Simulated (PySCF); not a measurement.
One molecule, one basis, several functionals.

C4H11OS (charge +1).
Numbering: `[CH3:1][CH2:2][S+:3]([CH3:4])([CH3:5])=[O:6]` (hydrogens: H7, H8, H9 on C1; H10, H11 on C2; H12, H13, H14 on C4; H15, H16, H17 on C5)

Torsions of this conformer, `[CH3:1][CH2:2][S+:3]([CH3:4])([CH3:5])=[O:6]`: C1–C2–S3–C4 175°.

PySCF, pcSseg-1 basis, density fitting, gas phase, PBE0-D3(BJ)/def2-SVP geometry. One functional is left out:

| functional | exact exchange (%) | HOMO energy (eV) | LUMO energy (eV) |
| --- | --- | --- | --- |
| B97-D | 0 | -12.37 | -5.25 |
| BLYP | 0 | -12.23 | -5.20 |
| BP86 | 0 | -12.47 | -5.42 |
| LDA | 0 | -12.52 | -5.56 |
| OPBE | 0 | -12.37 | -5.31 |
| PBE | 0 | -12.37 | -5.36 |
| B3LYP | 20 | -13.58 | -4.54 |
| PBE0 | 25 | -13.84 | -4.31 |
| mPW1PW91 | 25 | -13.88 | -4.32 |
| BHandHLYP | 50 | -15.21 | -3.28 |

Problem. Predict the row of B97-2 (21 % exact exchange) by straight lines through the other rows, and check it.

Solution. 
```
        property    line  computed  computed − line  B3LYP (20 %), for comparison
HOMO energy (eV)  -13.60    -13.58            +0.02                        -13.58
LUMO energy (eV)   -4.48     -4.36            +0.12                         -4.54
```

Problem. Which of these properties follows the share of exact exchange most closely, and which least?

Solution. Most closely the HOMO energy, least the LUMO energy; the correlations over the tabulated rows are HOMO energy -0.997, LUMO energy 0.991. The HOMO energy moves by -0.572 eV for every 10 %. Functionals with the same share still differ in their other parts: at 0 % BLYP and LDA differ by 0.29 eV in it.
